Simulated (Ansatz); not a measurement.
# Bulk modulus B0 of some cubic tetrahedrally bonded semiconductors and semimetals

Method: HSE06-D3(BJ) in Ansatz (plane waves, PAW). References are measured values corrected to a static lattice. The table is a random draw of 6 from 12 solids with such references.

Values in GPa.

```json
[
 {"solid": "zinc-blende GaP", "reference": "89.6", "HSE06-D3(BJ)": "95.5", "error (%)": "+6.6"},
 {"solid": "diamond-structure Ge", "reference": "77.3", "HSE06-D3(BJ)": "78.7", "error (%)": "+1.8"},
 {"solid": "zinc-blende AlAs", "reference": "75", "HSE06-D3(BJ)": "?", "error (%)": "?"},
 {"solid": "zinc-blende GaAs", "reference": "76.7", "HSE06-D3(BJ)": "80.1", "error (%)": "+4.4"},
 {"solid": "zinc-blende InAs", "reference": "58.6", "HSE06-D3(BJ)": "65.3", "error (%)": "+11.4"},
 {"solid": "diamond-structure Si", "reference": "101", "HSE06-D3(BJ)": "102", "error (%)": "+1.0"}
]
```

Question: Estimate the withheld HSE06-D3(BJ) value.

Answer: The errors of the other rows run from +1.0 % to +11.4 %, with a median of +4.4 %; carried to the reference 75.0 it gives 78.3 GPa. The run gives 82.4 GPa (+9.9 %), +5.2 % from the estimate; the row was drawn at random, and such an estimate is rough. Over these 6 solids the mean error is +5.9 %, the mean absolute error 5.9 % (median 5.5 %), and the worst case zinc-blende InAs at +11.4 %; the value is too high in 6 of 6 cases. Over all 12, from unrounded values, the mean error is +5.6 % and the mean absolute error 5.6 % (median 5.3 %).

All these references are brought to a static lattice.

Spin–orbit coupling is left out, also for the solids with elements from indium on (zinc-blende InAs); its size isn't shown.

Differences are worked out from the printed values.

Each level is taken at its own relaxed cell. Ansatz's density-functional and Hartree–Fock values are scalar-relativistic unless marked +SOC, with PAW data made under PBE.

Not in this set, of the tetrahedrally bonded semiconductors and semimetals with a reference value in our tables and a result at some level: 16 for a reference at room or unstated temperature; 2 for a high-temperature or high-pressure phase; 1 for sources at odds; 1 for a value of another source that differs by over 15 % in a way that heat doesn't explain. These can be a level's best or worst cases. At least 5 more with a reference value are held back for tests. Solids without a released value at any level aren't counted. Layered and molecular crystals are counted apart. The metals Ce to Yb are counted apart.

References as tabulated in Mejia-Rodriguez and Trickey (2018), arXiv:1807.09216; Tanner et al. (2021), arXiv:2110.11888; Sun et al. (2011), doi:10.1103/physrevb.84.035117.

Ansatz is a program for electronic structure.
